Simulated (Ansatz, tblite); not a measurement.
# The cluster Hf₄: a ladder of methods and basis sets

Aim: run the singlet of the cluster Hf₄ at one geometry on many levels, and compare frontier levels, spin and run time.

Program: Ansatz 0.2.0, Gaussian basis. Level of theory: as each input shows. These are calculated values, not measurements.

The runs, in order: GFN1-xTB, GFN2-xTB, PBE-D4/def2-TZVP, r2SCAN-D4/def2-TZVP, BLYP-D4/def2-TZVP, PBE-QIDH/def2-TZVP, ωB97X-V/def2-TZVP, r2SCANh-D4/def2-TZVP, LDA/def2-TZVP, PBE-D4/def2-SVP, PBE0-D4/def2-SVP, PBE0-D4/def2-TZVPD, PBE-D4/def2-TZVPD, r2SCAN-D4/def2-TZVPD, CCSD(T)/def2-TZVP, RPA/def2-TZVP.

3 further runs of the same task are left out: 3 that didn't finish. Runs told in other sessions of the task aren't counted.

## (1) The geometry

The geometry is that of the singlet, from an earlier relaxation (PBE-D4/def2-SVP). At that level it is the lowest of the isomers that a small search found.

4 atoms, charge 0, spin multiplicity 1.

Bond lengths: Hf1–Hf2 2.787 Å, Hf1–Hf3 2.787 Å, Hf1–Hf4 2.787 Å, Hf2–Hf3 2.787 Å, Hf2–Hf4 2.787 Å, Hf3–Hf4 2.787 Å. Angles: Hf2–Hf1–Hf3 60.0°, Hf2–Hf1–Hf4 60.0°, Hf3–Hf1–Hf4 60.0°, Hf1–Hf2–Hf3 60.0°, Hf1–Hf2–Hf4 60.0°, Hf3–Hf2–Hf4 60.0°, Hf1–Hf3–Hf2 60.0°, Hf1–Hf3–Hf4 60.0°, Hf2–Hf3–Hf4 60.0°, Hf1–Hf4–Hf2 60.0°, Hf1–Hf4–Hf3 60.0°, Hf2–Hf4–Hf3 60.0°.

Geometry (Å):

```mol
Hf4
  3D, bonds by distance, orders not assigned

  4  6  0  0  0  0  0  0  0  0999 V2000
   -0.9876   -1.2277   -0.6563 Hf  0  0
    0.9405    0.6981   -1.2416 Hf  0  0
    1.0294   -0.6705    1.1850 Hf  0  0
   -0.9823    1.2001    0.7128 Hf  0  0
  1  2  8  0
  1  3  8  0
  1  4  8  0
  2  3  8  0
  2  4  8  0
  3  4  8  0
M  END
```

Hf takes a core potential in the def2 sets. No spin-orbit coupling is included.

PBE0-D4/def2-TZVP was run before; its log isn't repeated, and its numbers join the tables.

## (2) GFN1-xTB

Tight binding, by tblite at 300 K electronic temperature and without a spin-polarisation term:

```python
tblite.interface.Calculator('GFN1-xTB', numbers, positions, charge=0, uhf=0).singlepoint()
```

Energy -112.1878 eV, HOMO -5.72 eV, LUMO -5.66 eV; 0.004 s.

## (3) GFN2-xTB

Tight binding, by tblite at 300 K electronic temperature and without a spin-polarisation term:

```python
tblite.interface.Calculator('GFN2-xTB', numbers, positions, charge=0, uhf=0).singlepoint()
```

Energy -151.7490 eV, HOMO -7.25 eV, LUMO -7.12 eV; 0.028 s.

## (4) PBE-D4/def2-TZVP

start.molden holds the orbitals of an earlier run on this state, given as this run's starting guess.

Input file in.yaml:

```yaml
crystal:
  periodic: [false, false, false]
  atoms:
    - {symbol: Hf, position_ang: [-0.987597, -1.227739, -0.656299]}
    - {symbol: Hf, position_ang: [0.940539, 0.698107, -1.241571]}
    - {symbol: Hf, position_ang: [1.029407, -0.670497, 1.185039]}
    - {symbol: Hf, position_ang: [-0.982349, 1.200129, 0.712831]}
basis:
  gaussian: {orbitals: def2-TZVP, initial_orbitals: start.molden}
hamiltonian: {xc: pbe, dispersion: d4}
scf: {omitted_lower_state_checks: [starts]}
output: {orbitals: {seedname: orbitals}}
```

Launch:

```sh
$ ansatz run in.yaml --threads 4 --pin off --events-out ev --progress --plain --max-ram 3916MiB
```

After this run come: r2SCAN-D4/def2-TZVP; BLYP-D4/def2-TZVP; PBE-QIDH/def2-TZVP; ωB97X-V/def2-TZVP; r2SCANh-D4/def2-TZVP; LDA/def2-TZVP; PBE-D4/def2-SVP; PBE0-D4/def2-SVP; PBE0-D4/def2-TZVPD; PBE-D4/def2-TZVPD; r2SCAN-D4/def2-TZVPD; CCSD(T)/def2-TZVP; RPA/def2-TZVP.

Q: Predict the results of all the runs planned. Wanted: gap in def2-TZVP, named functionals, smallest and largest; correlation energy, CCSD(T)/def2-TZVP; binding an atom, functionals in def2-TZVP; PBE0 total energy, smallest basis above largest.

**Answer**, as computed:

| quantity | value |
| --- | --- |
| gap in def2-TZVP, named functionals, smallest and largest | 0.36 eV (LDA), 5.26 eV (ωB97X-V) |
| correlation energy, CCSD(T)/def2-TZVP | -35.73 eV |
| binding an atom, functionals in def2-TZVP | 1.99 (ωB97X-V) to 3.61 eV (LDA) |
| PBE0 total energy, smallest basis above largest | 1.22 eV (def2-SVP, def2-TZVPD) |

**Reading.** Over the named functionals in def2-TZVP the gap runs from 0.36 eV (LDA) to 5.26 eV (ωB97X-V); exact exchange widens it. Notes on CCSD(T)/def2-TZVP and its Hartree-Fock reference, which MP2 shares: large T1 diagnostic, restricted state is unstable towards broken spin symmetry.
